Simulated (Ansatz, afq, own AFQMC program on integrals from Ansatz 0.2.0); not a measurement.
**CH6BN, singlet in def2-TZVP, levels against AFQMC with the constraint released**

```xyz
9

B    -0.8022    0.7392   -0.8884
N     0.1227    0.4895    0.1155
C     0.5619   -0.7941    0.6036
H    -1.3293   -0.1955   -1.4500
H    -1.0562    1.8871   -1.1747
H     0.5598    1.2778    0.5810
H     0.0443   -1.5899    0.0511
H     1.6478   -0.9362    0.4683
H     0.3397   -0.9242    1.6766
```

Basis def2-TZVP. Only valence electrons are correlated. AFQMC by an in-house program on the Cholesky factors that Ansatz 0.2.0 writes for its CCSD(T) run. ph-AFQMC/CISD is guided by a CISD state made of CCSD amplitudes; releasing the constraint for a short imaginary time cuts its bias at the price of noise, slowly where states lie close. Uncertainties: one standard error, sampling alone.

Determinant: RHF, the one that the program's search chose, which needn't be the lowest solution. The geometry is a PBE0/def2-SVP stationary point of this or a neighbouring charge and spin state.

No full CI on the walks' own integrals is used here. The released AFQMC energy serves as the reference, which it does only where one determinant dominates, the energy is flat over the last release times and near the phaseless one (40 meV or 2 meV an electron, half that with transition metals). On small molecules, where full CI could be run and the noise was under 10 meV, such values lay within 10 meV of it in 19 cases of 20, a flattering rate, since the rule was set on those same cases; what remains of the bias isn't in the error bar.

Cautions: the released value is read at 1.50 1/Eh with a noise of 11 meV, more than in the cases checked (meV from the phaseless value at times in 1/Eh: 1 ± 4 at 0.24, -11 ± 6 at 0.51, -10 ± 8 at 0.99, -10 ± 11 at 1.50).

- T1 diagnostic: 0.0129
- weight of the determinant in the CISD state: 0.840
- size of the correlated space: 18 electrons in 126 orbitals

Reference: AFQMC with the constraint released, correlation energy -14.712 ± 0.011 eV.

| level | E − E(reference) (kJ/mol) | share of correlation (%) |
| --- | --- | --- |
| HF | 1419.5 ± 1.0 | 0.00 |
| MP2 | 150.9 ± 1.0 | 89.37 |
| CCSD | 54.1 ± 1.0 | 96.19 |
| CCSD(T) | 4.4 ± 1.0 | 99.69 |
| ph-AFQMC/CISD | 1.0 ± 1.3 | 99.93 |

Released energies are given only where the last usable release times agree within the noise; a slower fall can still hide under it.
